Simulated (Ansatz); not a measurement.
The cluster Mg3H3 (the lowest doublet isomer of a short search) was relaxed with PBE-D4 (def2-TZVP) in Ansatz in these states: charge +1 singlet, neutral doublet. The geometries follow in no particular order.

A:

```
atom   x (Å)   y (Å)   z (Å)
 Mg1   0.714  -1.705  -0.203
 Mg2  -0.955   0.541  -0.073
 Mg3   2.607   0.497   0.589
  H4   0.019  -0.395  -1.401
  H5  -1.935   1.948   0.022
  H6  -0.450  -0.886   1.065
```

B:

```xyz
6

Mg    0.176    0.698    0.885
Mg   -0.250   -0.998   -1.266
Mg    0.627    2.499    3.170
H     1.188   -0.516   -0.006
H    -0.511   -2.030   -2.577
H    -1.230    0.346   -0.206
```

Q: Judge from the bond lengths which geometry belongs to which state (an estimate).

A: A is the neutral doublet (Mg1–H6 1.907 Å, Mg1–H4 1.906 Å, Mg2–H6 1.894 Å); B is the charge +1 singlet (Mg1–H6 1.814 Å, Mg1–H4 1.814 Å, Mg2–H6 1.972 Å).

These are the stationary points nearest to one start from a short search; other shapes may lie lower in each state.
